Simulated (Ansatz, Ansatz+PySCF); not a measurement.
```xyz
8

C     0.0200   -0.0446   -0.4311
C    -0.0087    1.2566    0.1547
C    -0.0216   -1.2571    0.1601
H    -0.0208    0.0168   -1.5811
H     0.0250    2.1212   -0.3745
H     0.0076    1.2556    1.3124
H     0.0086   -2.1999   -0.3353
H    -0.0088   -1.2545    1.2658
```

UHF-MP2 on doublet C₃H₅ was run in several spherical basis sets with Ansatz (development build ahead of 0.2.0). Frozen core: 3 orbitals. Caution for UHF-MP2: the unrestricted determinant is spin contaminated.

(1) Rank the basis sets by the total energy that they give, lowest first, with the distance from the lowest.
A. cc-pVTZ
B. STO-3G
C. cc-pVDZ
D. 6-31G
E. def2-TZVP
F. def2-SVP
G. 6-31G(d)

## Answers

(1) A (0.00 eV), E (0.35 eV), C (3.23 eV), G (4.41 eV), F (5.81 eV), D (8.42 eV), B (48.71 eV).

Totals follow the description of the cores as much as that of the bonds, so this order isn't one of quality for chemistry.
